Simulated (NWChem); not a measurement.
# One shape, several levels: C3H6O (SMILES CC1CO1)

We compute a comparison of 6 runs (HF/STO-3G, HF/3-21G, B3LYP/6-31G*, B2PLYP/def2-SVP, wB97X/def2-SVP) of C3H6O. 

The results are computed with NWChem 7.3.0.

2 further runs of the same task are left out: 1 that didn't finish, 1 set aside as unsound or not needed.

### Step 1. The molecule

C3H6O has 10 atoms, charge 0, and is taken as a singlet. SMILES: `CC1CO1`. The coordinates come from a PBE0-D4/def2-TZVP relaxation.

Bond lengths: C1–C2 1.495 Å, C2–C3 1.459 Å, C2–O4 1.420 Å, C3–O4 1.418 Å, C1–H5 1.091 Å, C1–H6 1.093 Å, C1–H7 1.093 Å, C2–H8 1.090 Å, C3–H9 1.088 Å, C3–H10 1.087 Å. Some angles: C1–C2–C3 122.2°, C1–C2–O4 116.7°, C3–C2–O4 59.0°, C2–C3–O4 59.1°, C2–O4–C3 61.9°, C1–C2–H8 115.7°, C3–C2–H8 117.1°, O4–C2–H8 113.3°, C2–C1–H5 110.5°, C2–C1–H6 110.6°.

### Step 2. Energy and forces at HF/STO-3G (run 1)

mymol.nw

```
start mymol
title "C3H6O"
memory stack 880 mb heap 220 mb global 1100 mb
charge 0

geometry units angstroms noautosym nocenter noautoz
 C      0.210800     0.403200    -1.162600
 C      0.448800    -0.233800     0.169000
 C     -0.546800    -0.202400     1.234900
 O     -0.330600    -1.380700     0.475800
 H     -0.858600     0.462700    -1.372600
 H      0.629100     1.412900    -1.185300
 H      0.685000    -0.176600    -1.958300
 H      1.492600    -0.328400     0.468200
 H     -1.496300     0.297800     1.056000
 H     -0.234000    -0.254600     2.274900
end

basis spherical bse
 * library STO-3G
end

scf
 thresh 1e-08
 maxiter 80
end

task scf gradient
```

Started as:

```console
$ nwchem mymol.nw > mymol.out
```

The program printed:

```text
[...]
  functions       =    26
[...]
  wavefunction    = RHF
[...]
         Total SCF energy =   -189.512449893999
      One-electron energy =   -506.877616436331
      Two-electron energy =    191.973675371255
 Nuclear repulsion energy =    125.391491171077
        Time for solution =      1.0s
[...]
                         RHF ENERGY GRADIENTS
    atom               coordinates                        gradient
                 x          y          z           x          y          z
   1 C       0.398354   0.761938  -2.196995    0.002406  -0.018012   0.029108
   2 C       0.848109  -0.441818   0.319364   -0.027451   0.010437  -0.003068
   3 C      -1.033302  -0.382481   2.333623    0.021058  -0.004960  -0.022271
   4 O      -0.624743  -2.609145   0.899132    0.005640   0.020974   0.003653
   5 H      -1.622519   0.874376  -2.593838   -0.005298   0.000072  -0.000666
   6 H       1.188827   2.669994  -2.239892    0.002852   0.004882   0.000265
   7 H       1.294462  -0.333726  -3.700650    0.002171  -0.002619  -0.004188
   8 H       2.820605  -0.620586   0.884770   -0.001212  -0.004007   0.001388
   9 H      -2.827597   0.562760   1.995551   -0.000938  -0.002355  -0.003512
  10 H      -0.442196  -0.481124   4.298938    0.000773  -0.004412  -0.000708
[...]
```

Wall time 1.7 s (1 thread of Intel Xeon 6975P-C (Granite Rapids), shared host); peak memory 0.096 GiB.

### Step 3. Energy and gradient at HF/3-21G (run 2)

sp.nw

```
start sp
title "C3H6O gradient"
memory 2200 mb
charge 0

geometry units angstrom noautosym nocenter noautoz
   C     0.210800    0.403200   -1.162600
   C     0.448800   -0.233800    0.169000
   C    -0.546800   -0.202400    1.234900
   O    -0.330600   -1.380700    0.475800
   H    -0.858600    0.462700   -1.372600
   H     0.629100    1.412900   -1.185300
   H     0.685000   -0.176600   -1.958300
   H     1.492600   -0.328400    0.468200
   H    -1.496300    0.297800    1.056000
   H    -0.234000   -0.254600    2.274900
end

basis "ao basis" spherical bse
   C library 3-21G
   O library 3-21G
   H library 3-21G
end

scf
   thresh 1e-08
   maxiter 80
   print medium
end

task scf gradient
```

Started as:

```console
$ nwchem sp.nw > sp.out
```

The program printed:

```text
[...]
  functions       =    48
[...]
  wavefunction    = RHF
[...]
         Total SCF energy =   -190.823852116290
      One-electron energy =   -507.092003248565
      Two-electron energy =    190.876659961198
 Nuclear repulsion energy =    125.391491171077
        Time for solution =      1.2s
[...]
                         RHF ENERGY GRADIENTS
    atom               coordinates                        gradient
                 x          y          z           x          y          z
   1 C       0.398354   0.761938  -2.196995    0.002812  -0.005952   0.010157
   2 C       0.848109  -0.441818   0.319364   -0.037583  -0.017734   0.002533
   3 C      -1.033302  -0.382481   2.333623    0.018664  -0.030038  -0.030298
   4 O      -0.624743  -2.609145   0.899132    0.012219   0.049047   0.012133
   5 H      -1.622519   0.874376  -2.593838   -0.005795   0.000793  -0.000741
   6 H       1.188827   2.669994  -2.239892    0.002662   0.005609  -0.000619
   7 H       1.294462  -0.333726  -3.700650    0.003198  -0.002697  -0.004649
   8 H       2.820605  -0.620586   0.884770    0.010508  -0.001956   0.003462
   9 H      -2.827597   0.562760   1.995551   -0.009751   0.004547  -0.002524
  10 H      -0.442196  -0.481124   4.298938    0.003064  -0.001619   0.010546
[...]
```

Wall time 2 s (1 thread of Intel Xeon 6975P-C (Granite Rapids), shared host); peak memory 0.094 GiB.

Runs 3 to 5 aren't shown in full; the table further down has their settings and results.

### Step 4. Energy and forces at wB97X/def2-SVP (run 6)

run.py

```python
from ase import Atoms
from ase.calculators.nwchem import NWChem

atoms = Atoms('CCCOHHHHHH', positions=[
    [0.210800, 0.403200, -1.162600],
    [0.448800, -0.233800, 0.169000],
    [-0.546800, -0.202400, 1.234900],
    [-0.330600, -1.380700, 0.475800],
    [-0.858600, 0.462700, -1.372600],
    [0.629100, 1.412900, -1.185300],
    [0.685000, -0.176600, -1.958300],
    [1.492600, -0.328400, 0.468200],
    [-1.496300, 0.297800, 1.056000],
    [-0.234000, -0.254600, 2.274900],
])

calc = NWChem(
    label='job',
    theory='dft',
    memory='2200 mb',
    basis='def2-SVP',
    basispar='spherical bse',
    dft={'xc': 'wb97x', 'mult': '1', 'grid': 'xfine', 'convergence': 'energy 1e-08', 'iterations': '100', 'mulliken': None},
)
atoms.calc = calc

forces = atoms.get_forces()
print("Total energy (eV):", round(atoms.get_potential_energy(), 6))
print("forces (eV/A):")
for s, f in zip(atoms.symbols, forces):
    print(f"{s:2s} {f[0]:10.5f} {f[1]:10.5f} {f[2]:10.5f}")
print("dipole (e A):", atoms.get_dipole_moment().round(4))
```

Started as:

```console
$ export ASE_NWCHEM_COMMAND="nwchem PREFIX.nwi > PREFIX.nwo"
$ python run.py
```

The program printed:

```text
Total energy (eV): -5249.510654
forces (eV/A):
C     0.04294   -0.00057    0.04844
C    -0.28884   -0.30390    0.06669
C     0.10973   -0.38150   -0.27948
O     0.08567    0.38479    0.04150
H    -0.28812    0.00658   -0.06186
H     0.10290    0.26020   -0.02016
H     0.11066   -0.14887   -0.19916
H     0.35029   -0.01363    0.08305
H    -0.31748    0.18275   -0.03250
H     0.09230    0.01419    0.35342
dipole (e A): [0.1043 0.408  0.0235]
```

The calculator wrote job.nwi:

```
title "job"

permanent_dir job

scratch_dir job

start job

geometry units angstrom nocenter noautosym noautoz
  C  2.1079999999999999e-01 4.0320000000000000e-01 -1.1626000000000001e+00
  C  4.4879999999999998e-01 -2.3380000000000001e-01 1.6900000000000001e-01
  C  -5.4679999999999995e-01 -2.0240000000000000e-01 1.2349000000000001e+00
  O  -3.3060000000000000e-01 -1.3807000000000000e+00 4.7580000000000000e-01
  H  -8.5860000000000003e-01 4.6270000000000000e-01 -1.3726000000000000e+00
  H  6.2909999999999999e-01 1.4129000000000000e+00 -1.1853000000000000e+00
  H  6.8500000000000005e-01 -1.7660000000000001e-01 -1.9582999999999999e+00
  H  1.4925999999999999e+00 -3.2840000000000003e-01 4.6820000000000001e-01
  H  -1.4963000000000000e+00 2.9780000000000001e-01 1.0560000000000000e+00
  H  -2.3400000000000001e-01 -2.5459999999999999e-01 2.2749000000000001e+00
end

memory 2200 mb

basis spherical bse noprint
   * library def2-SVP
end

dft
  xc wb97x
  mult 1
  grid xfine
  convergence energy 1e-08
  iterations 100
  mulliken
end

task dft gradient
```

job.nwo:

```text
Northwest Computational Chemistry Package (NWChem) 7.3.0
             --------------------------------------------------------

           Job information
           ---------------

    nwchem branch   = 7.3.0
    use scalapack   = T
    input           = job.nwi
    prefix          = job.
    data base       = job/job.db
    status          = startup
    nproc           =        1

           Memory information
           ------------------

    heap     =     72089594 doubles =      550.0 Mbytes
    stack    =     72089599 doubles =      550.0 Mbytes
    global   =    144179200 doubles =     1100.0 Mbytes (distinct from heap & stack)
    total    =    288358393 doubles =     2200.0 Mbytes
    verify   = yes
    hardfail = no

[... 113 lines left out ...]
  convergence criterion.
[... 46 lines left out ...]
          Spatial weights used:  Erf1
[... 73 lines left out ...]
         Total DFT energy =     -192.915959847825
[... 3 lines left out ...]
 Nuclear repulsion energy =      125.391491171076
[... 675 lines left out ...]
          Convergence on gradient requested:  5.00D-04
[... 32 lines left out ...]
          total energy or number of iterations.
[... 32 lines left out ...]
                         DFT ENERGY GRADIENTS

    atom               coordinates                        gradient
                 x          y          z           x          y          z
   1 C       0.398354   0.761938  -2.196995   -0.000835   0.000011  -0.000942
   2 C       0.848109  -0.441818   0.319364    0.005617   0.005910  -0.001297
   3 C      -1.033302  -0.382481   2.333623   -0.002134   0.007419   0.005435
[... 6 lines of this table left out ...]
  10 H      -0.442196  -0.481124   4.298938   -0.001795  -0.000276  -0.006873

                 ----------------------------------------
                 |  Time  |  1-e(secs)   |  2-e(secs)   |
                 ----------------------------------------
                 |  CPU   |       0.01   |      11.23   |
                 ----------------------------------------
                 |  WALL  |       0.01   |      11.23   |
                 ----------------------------------------

 Task  times  cpu:       65.4s     wall:       65.4s
 Total times  cpu:       65.5s     wall:       65.5s
```

Wall time 67 s (1 thread of Intel Xeon 6975P-C (Granite Rapids), shared host); peak memory 0.15 GiB.

### Step 5. All runs side by side

```csv
run,level,iteration cap,module,energy (Eh),dipole moment (D),HOMO energy (eV),LUMO energy (eV),wall time
1,HF/STO-3G,80,scf,-189.512450,1.50,-9.71,12.47,1.7 s
2,HF/3-21G,80,scf,-190.823852,2.58,-11.63,7.48,2 s
3,B3LYP/6-31G* (spherical functions),100,dft,-193.104405,–,–,–,28 s
4,B3LYP/6-31G* (Cartesian functions),100,dft,-193.108024,1.93,-7.15,2.90,29 s
5,B2PLYP/def2-SVP,100,dft,-192.755097,2.13,-9.27,3.14,24 s
6,wB97X/def2-SVP,100,dft,-192.915960,2.03,-10.09,4.37,67 s
```

### Step 6. Results

| quantity | value |
| --- | --- |
| run 6: total energy | -192.91596 Eh |
| run 6: dipole moment | 2.03 D |
| run 6: HOMO energy | -10.09 eV |
| run 6: LUMO energy | 4.37 eV |
| run 6: HOMO–LUMO gap | 14.47 eV |
| run 6: largest force on an atom | 0.485 eV/Å |

Over runs 1, 2, 4, 5, 6 the dipole moment (its size) runs from 1.50 D (HF/STO-3G) to 2.58 D (HF/3-21G). Over runs 1, 2, 4, 5, 6 the HOMO–LUMO gap runs from 10.05 eV (B3LYP/6-31G*) to 22.18 eV (HF/STO-3G). The two ends differ in method and basis. Totals of different functionals can't be ranked against each other. In run 1 the basis is minimal, so the values are rough. All runs together took 2.5 min, the longest 67 s.
